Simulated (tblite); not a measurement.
Write Cartesian coordinates for `[CH2]C(=S)SCC` [radical] as optimised with GFN2-xTB. (Doublet state.)

```xyz
13
C4H7S2 angstrom
C     -2.7194    0.5559   -0.1669
C     -1.5099   -0.0199    0.0073
S     -1.1879   -1.0670    1.3162
S     -0.2650    0.3613   -1.1988
C      1.1924   -0.5519   -0.5956
C      1.9266    0.1997    0.4979
H     -2.9016    1.2268   -0.9881
H     -3.5259    0.3587    0.5169
H      0.8345   -1.5204   -0.2425
H      1.8185   -0.6881   -1.4768
H      1.2842    0.3351    1.3653
H      2.2457    1.1768    0.1429
H      2.8035   -0.3666    0.8045
```

Any rigid rotation of these coordinates is as good. Atoms count from 1 in this order. The C–S distances run from 1.707 Å (C2=S3, drawn double in one of several resonance forms) to 1.823 Å (S4–C5, drawn single), a spread of 0.116 Å. C2 (carbon bonded to C and 2 S) is planar (angles 122.0°, 121.4° and 116.7°, sum 360.0°, 0.00 Å off the plane of its three neighbours). The C–C distances run from 1.351 Å (C1–C2, drawn single in one of several resonance forms) to 1.516 Å (C5–C6, drawn single), a spread of 0.165 Å. C1 (carbon bonded to C and 2 H) is planar (angles 121.0°, 120.7° and 118.2°, sum 360.0°, 0.00 Å off the plane of its three neighbours).

Bonds between heavy atoms (Å): C1–C2 1.351, C2=S3 1.707, C2–S4 1.775, S4–C5 1.823, C5–C6 1.516.

Computed geometry: GFN2-xTB, gas phase. This method treats the open shell by occupation alone, without spin polarisation.

Point group: C1 (no symmetry element, even within 0.4 Å). Its GFN2-xTB frequencies are all real (lowest 52 cm⁻¹). Torsions: H–C1–C2–S3 179° and -1°, C1–C2–S4–C5 179°, C2–S4–C5–C6 -82°. 3 starts were optimised and ended at 0.00, 0.01 and 3.78 kcal/mol (GFN2-xTB); the lowest of these is shown.

One conformer stands for the species.
